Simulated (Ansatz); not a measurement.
Program: Ansatz. Geometries: PBE0-D4/def2-TZVP. ΔE: electronic, gas phase. CCSD(T)/CBS adds triple-zeta CCSD(T) − MP2 to the extrapolated MP2 energy (def2 sets, frozen cores). This one scheme is used for every species. DFT in def2-TZVPP. B3LYP here is the variant with VWN-RPA as its local correlation; programs differ in this. HSE06 is defined as in plane-wave codes. One conformer a species, not always the lowest.

Reaction (substitution at a C–C bond): `CC(C)C(C)O` + `N=CCl` → `C/N=C/Cl` + `CCC(C)O`

| level | ΔE (kJ/mol) | difference from CCSD(T)/CBS |
| --- | --- | --- |
| LDA (SPW92) | 16.2 | -5.7 |
| PBE-D4 | 13.7 | -8.2 |
| revPBE-D4 | 15.9 | -6.0 |
| BLYP-D4 | 12.3 | -9.6 |
| r2SCAN-D4 | 16.7 | -5.2 |
| B97M-V | 18.7 | -3.2 |
| PBE0-D4 | 15.9 | -6.0 |
| B3LYP-D4 | 13.7 | -8.2 |
| r2SCANh-D4 | 17.2 | -4.7 |
| r2SCAN0-D4 | 17.9 | -4.0 |
| HSE06-D4 | 15.5 | -6.4 |
| BHLYP-D4 | 15.2 | -6.7 |
| ωB97X-V | 18.1 | -3.8 |
| ωB97M-V | 20.7 | -1.2 |
| B2PLYP | 13.4 | -8.5 |
| PBE-QIDH | 18.2 | -3.7 |
| PBE | 9.8 | -12.1 |
| BLYP | 4.3 | -17.6 |
| r2SCAN | 15.5 | -6.4 |
| B3LYP | 7.6 | -14.3 |
| r2SCANh | 16.0 | -5.9 |
| r2SCAN0 | 16.6 | -5.3 |
| HSE06 | 12.3 | -9.6 |
| BHLYP | 10.8 | -11.1 |
| CAM-B3LYP | 11.2 | -10.7 |
| RPA@PBE/def2-TZVPP | 21.7 | -0.2 |
| HF/def2-SVP | 8.9 | -13.0 |
| MP2/def2-SVP | 22.7 | 0.8 |
| CCSD/def2-SVP | 20.1 | -1.8 |
| HF/def2-TZVPP | 9.0 | -12.9 |
| MP2/def2-TZVPP | 22.9 | 1.0 |
| SCS-MP2/def2-TZVPP | 19.4 | -2.5 |
| CCSD/def2-TZVPP | 20.4 | -1.5 |
| CCSD(T)/def2-TZVPP | 21.4 | -0.5 |
| HF/def2-QZVPP | 8.8 | -13.1 |
| MP2/def2-QZVPP | 23.1 | 1.2 |
| SCS-MP2/def2-QZVPP | 19.6 | -2.3 |
| HF/CBS(def2) | 8.8 | -13.1 |
| MP2/CBS(def2) | 23.4 | 1.5 |
| CCSD/CBS(def2) | 21.0 | -0.9 |
| CCSD(T)/CBS | 21.9 | 0 |

Largest T1 diagnostic among the species: 0.012.

In def2-TZVPP, CCSD(T) changes the Hartree–Fock value by +12.4 kJ/mol (the triples alone add +1.0 kJ/mol) and MP2 by +13.8 kJ/mol. Leaving LDA and LC-ωPBE aside and taking each functional with its dispersion term where it has one, the values spread over 8.4 kJ/mol, from BLYP-D4 to ωB97M-V. LDA lies +6.4 kJ/mol from PBE without D4. The D4 term adds +6.1 kJ/mol with B3LYP and +3.5 kJ/mol with PBE0; it sums over pairs of atoms, weighted by their polarisabilities, and B3LYP, whose exchange is more repulsive, gets the larger term.
